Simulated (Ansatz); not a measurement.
C$_{2}$H$_{2}$ClFO, SMILES `O/C=C(/F)Cl` from Hartree–Fock to CCSD(T)

```xyz
7

O     0.840    0.871    0.992
C     0.617    0.211   -0.160
C    -0.486   -0.455   -0.470
F    -0.636   -1.083   -1.631
Cl   -1.836   -0.582    0.574
H     0.065    0.782    1.560
H     1.437    0.256   -0.864
```

Charge 0, multiplicity 1. The geometry is a stationary point of PBE0-D4/def2-TZVP. It is one conformer, not always the lowest. Frozen core, restricted reference, Ansatz. CBS rows extrapolate triple and quadruple zeta; past MP2 they add the triple-zeta difference.

| basis | HF (Eh) | MP2 corr. | CCSD corr. | (T) | CCSD(T) total |
| --- | --- | --- | --- | --- | --- |
| def2-SVP | -710.30658 | -0.76168 | -0.79229 | -0.02196 | -711.12083 |
| def2-TZVPP | -710.77432 | -0.98895 | -1.01352 | -0.04204 | -711.82988 |
| def2-QZVPP | -710.79837 | -1.07307 | – | – | – |
| CBS(def2) | -710.80168 | -1.13538 | -1.15995 | as TZ | -712.00367 |
